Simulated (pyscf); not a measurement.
Single points on ωB97X-D3(BJ)/def2-SVP structures (PySCF, gas phase).

### Question
What is the homolytic dissociation enthalpy (298 K, ωB97M-D3(BJ)/def2-TZVP) of the O–Si bond of HO–SiH₂–AsH–SiH₃ (SMILES O[SiH2][AsH][SiH3]), to OH• + •H₂Si–AsH–SiH₃?

### Answer
O–Si to OH• + •H₂Si–AsH–SiH₃: 120.9 kcal/mol. The 7 functionals that were run give +115.1 (r²SCAN) to +120.9 kcal/mol (ωB97M-D3(BJ)). HO–SiH₂–AsH–SiH₃ lies 16.7 kcal/mol over its isomer H₃Si–O–SiH₂–AsH₂, and others may lie lower still (electronic energy, ωB97M-D3(BJ)). •H₂Si–AsH–SiH₃ lies 9.8 kcal/mol over its isomer H₃Si–SiH₂–AsH•, and others may lie lower still (electronic energy, ωB97M-D3(BJ)). Left out: the spin-orbit lowering of OH. Elements up to Kr have no core potential and no relativistic terms here.
